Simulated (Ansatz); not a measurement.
Worked example: the enthalpy of C3H7Cl + CH4O → C3H8O + CH3Cl

Species: C3H7Cl `CCCCl`, singlet; CH4O (methanol) `CO`, singlet; C3H8O (1-propanol) `CCCO`, singlet; CH3Cl (chloromethane) `CCl`, singlet. The partners trade Cl for OH; both sit on C, so the bond types are kept.

Shapes, held fixed at every level: PBE0-D4/def2-TZVP. Flexible molecules stand in one conformer, not always the lowest. Programs: Ansatz 0.2.0. The zero-point and thermal terms to 298 K, harmonic and unscaled (PBE0-D4/def2-TZVP), stand in the table.

At CCSD(T)/CBS estimate; 1 Eh = 2625.50 kJ/mol:

```
species  energy (Eh)  H(298 K) − E (kJ/mol)  tabulated ΔfH (kJ/mol)
 C3H7Cl  -578.157850                  266.4                  -131.9
   CH4O  -115.617125                  146.3                  -200.7
  C3H8O  -194.143418                  302.6                  -255.1
  CH3Cl  -499.632200                  109.7                   -82.6
```

Task: Work out the reaction enthalpy at 298 K from the calculation and from the table of heats.

Result: 
1. Electronic: (-194.143418) + (-499.632200) − [(-578.157850) + (-115.617125)] = -0.000643 Eh = -1.7 kJ/mol.
2. Zero-point and thermal: (302.6) + (109.7) − [(266.4) + (146.3)] = -0.4 kJ/mol.
3. Computed ΔH = -2.1 kJ/mol.
4. From the heats of formation (Active Thermochemical Tables, CRC Handbook of Chemistry and Physics): (-255.1) + (-82.6) − [(-131.9) + (-200.7)] = -5.1 kJ/mol.
5. Computed less tabulated: +3.0 kJ/mol. Tabulated heats carry uncertainties of their own.

The CBS estimate extrapolates MP2 from def2-TZVPP and def2-QZVPP and adds CCSD(T) − MP2 in the triple-zeta set, cores frozen.
